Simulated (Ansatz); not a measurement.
System (SMILES): [H][H] (H2).
Atoms: H1, H2. Bonds: H1-H2.

Basis-set convergence of the highest harmonic wavenumber at MP2 with Ansatz (an electronic-structure program). Each level at its own minimum, finite differences of forces, unscaled; the reference is a large set that could be run, not a limit. All functions are spherical. No added dispersion term, no relativity. Reference: the value in aug-cc-pV5Z, 4517 cm⁻¹, itself unsure by roughly 2 cm⁻¹ (its mean distance from aug-cc-pVQZ, cc-pV5Z, def2-QZVPP). Deviations are taken from unrounded values.

| basis | functions | highest harmonic wavenumber (cm⁻¹) | minus reference (cm⁻¹) |
|---|---|---|---|
| cc-pVDZ | 10 | 4501 | -16 |
| def2-TZVPPD | 34 | 4521 | 4 |
| 6-311++G(3df,3pd) | 36 | 4518 | 0 |
| cc-pVQZ | 60 | 4520 | 3 |
| cc-pV5Z | 110 | 4520 | 3 |

The smallest set listed that lies within 10 cm⁻¹ of the reference with all its larger relatives (same family, alike in diffuse functions; a set with none counts only in the reference's own line) is cc-pVQZ (60 functions, 3 cm⁻¹ off). Inside, with no larger relative to test it: def2-TZVPPD, 6-311++G(3df,3pd).
